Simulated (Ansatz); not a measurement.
C4H6ClF, SMILES `C/C(F)=C(/C)Cl`, relaxed with RKS PBE0-D4/def2-TZVP in Ansatz from a PBE-D4/def2-SVP geometry. The force threshold is 0.005 eV/Å; the program also tests the step.

The species carries charge 0 and has multiplicity 1.

Start:

```xyz
12

C    -1.727    0.353   -0.899
C    -0.655   -0.074    0.040
F    -1.136   -0.708    1.143
C     0.686    0.082   -0.051
C     1.680   -0.390    0.960
Cl    1.367    0.893   -1.450
H    -2.420    1.061   -0.399
H    -2.330   -0.523   -1.217
H    -1.297    0.840   -1.792
H     2.284    0.458    1.347
H     2.388   -1.117    0.510
H     1.161   -0.875    1.807
```

Question: How much energy does the relaxation release, and in how many steps? (Best estimate.)

Answer: Ansatz gave: 0.06 eV, in 5 steps.

Question: Which bonds change most? (An estimate is asked.)

Answer: Ansatz gave: C2–C4 from 1.354 to 1.330 Å; C4–Cl6 from 1.754 to 1.732 Å; C5–H11 from 1.110 to 1.093 Å; C1–H7 from 1.111 to 1.094 Å.

Question: Give the relaxed structure. (An estimate is asked.)

Answer: Computed: 
```xyz
12

C    -1.713    0.352   -0.893
C    -0.642   -0.065    0.033
F    -1.127   -0.687    1.129
C     0.678    0.077   -0.052
C     1.665   -0.389    0.955
Cl    1.358    0.868   -1.436
H    -2.398    1.038   -0.387
H    -2.293   -0.519   -1.210
H    -1.302    0.844   -1.771
H     2.251    0.452    1.335
H     2.364   -1.099    0.506
H     1.159   -0.872    1.790
```
